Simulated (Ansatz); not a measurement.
Cubic perovskite KTaO3, treated with PBE0 (plane waves, PAW; Ansatz, a program for electronic structure).

Settings: plane-wave cutoff 520 eV, 6×6×6 k mesh, scalar-relativistic PAW data made under PBE.

Computed at the level's own relaxed cell.

Hill averages of the elastic tensor: K = 212.7 GPa, G = 137.1 GPa. Volume 12.665 Å³/atom, mean atomic mass 53.609 u.

**Question.** Work out the density, the sound velocities of a polycrystal and the elastic Debye temperature at this level.

**Answer.** ρ = 1.66054 × 53.609/12.665 = 7.029 g/cm³. v_l = √[(K + 4G/3)/ρ] = 7.501 km/s and v_t = √(G/ρ) = 4.416 km/s. The mean follows from 3/v_m³ = 1/v_l³ + 2/v_t³: v_m = 4.894 km/s. Θ_D = (ħ/k_B) v_m (6π²/V)^(1/3) = 76.38 K Å s/km × 4.894 × 1.6722 Å⁻¹ = 625 K, counting all atoms of the cell.

Note: the relaxation could not lower the start's symmetry, so the cell can be a saddle point above a distorted one.
